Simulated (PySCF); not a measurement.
Computed with PBE-D3(BJ)/def2-TZVP // CAM-B3LYP-D3(BJ)/def2-TZVP (PySCF). Gas-phase values, no solvent. Excitations are Tamm–Dancoff values on a coarser integration grid. The basis has no diffuse functions, so Rydberg states are missing or too high.

Reference species (SMILES): `Cl[SiH](Cl)Cl` (neutral, multiplicity 1).

```yaml
T1 excitation (TDA): 6.70 eV
HOMO: -7.96 eV
S1 excitation (TDA): 7.05 eV
LUMO: -1.07 eV
```

Changed species: `Cl[Si](Cl)(Cl)Cl` (0 of 4 Cl replaced by H; the reference has 1 of 4 Cl replaced by H).

Task: Give the shifts of the T1 excitation (TDA), HOMO, S1 excitation (TDA) and LUMO.

Result: the T1 excitation (TDA) falls by 0.35 eV, to 6.35 eV; the HOMO falls by 0.14 eV, to -8.10 eV; the S1 excitation (TDA) decreases by 0.39 eV, to 6.66 eV; the LUMO drops by 0.52 eV, to -1.59 eV.
